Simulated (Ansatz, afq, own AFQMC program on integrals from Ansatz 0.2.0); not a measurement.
# Where AFQMC and coupled cluster stand for BH4, doublet

```xyz
5

B     0.0000    0.0000    0.0000
H     0.3666    0.7182    0.7166
H    -0.3751   -0.7140    0.7164
H    -0.3649    0.7148   -0.7209
H     0.3734   -0.7191   -0.7122
```

Basis 6-31G. Only valence electrons are correlated. Ansatz 0.2.0 and our own AFQMC program on the same integrals; the CISD trial comes from CCSD amplitudes, and released means the phaseless constraint is let go. ± is one standard error of the sampling.

Determinant: UHF, the one that the program's search chose, which needn't be the lowest solution. The geometry is a point of a scan.

Full CI on the same integrals is exact in this basis and with this determinant's frozen core.

* T1 diagnostic: 0.0093
* weight of the determinant in the CISD state: 0.951
* ⟨S²⟩ of the determinant: 0.757
* size of the correlated space: 7 electrons in 16 orbitals

```json
{"level": "MP2", "correlation energy (eV)": "-1.8085"}
{"level": "CCSD", "correlation energy (eV)": "-2.3631"}
{"level": "CCSD(T)", "correlation energy (eV)": "-2.3979"}
```

Problem. Estimate where phaseless AFQMC with a CISD trial lies against CCSD(T) on the same integrals.

Solution. 0.7 ± 0.1 kJ/mol below CCSD(T).

Reference: full CI, correlation energy -2.410 eV. The released energy is read at 2.40 1/Eh (meV from the phaseless value at times in 1/Eh: -2.4 ± 0.9 at 0.24, -2.9 ± 0.6 at 0.51, -3.9 ± 0.4 at 0.99, -4.4 ± 0.4 at 1.62, -5.0 ± 0.4 at 2.40).

```json
{"level": "CCSD(T)", "E − E(reference) (kJ/mol)": "1.2", "share of correlation (%)": "99.50"}
{"level": "CCSDT", "E − E(reference) (kJ/mol)": "0.1", "share of correlation (%)": "99.95"}
{"level": "CCSDT(Q)", "E − E(reference) (kJ/mol)": "0.0", "share of correlation (%)": "99.99"}
{"level": "CCSDTQ", "E − E(reference) (kJ/mol)": "0.0", "share of correlation (%)": "100.00"}
{"level": "ph-AFQMC/CISD", "E − E(reference) (kJ/mol)": "0.5 ± 0.1", "share of correlation (%)": "99.79"}
{"level": "released AFQMC", "E − E(reference) (kJ/mol)": "0.0 ± 0.03", "share of correlation (%)": "100.00"}
```

CCSDT and higher add their correlation energy to the determinant of the CCSD(T) run, since their own runs factorise the integrals more tightly (a shift of under 2 meV). A walk keeps the symmetry of its determinant, which the program's search chose and which needn't be the lowest solution, so a lower state of the same spin and another symmetry isn't excluded. Released energies are given only where the last usable release times agree within the noise; a slower fall can still hide under it.
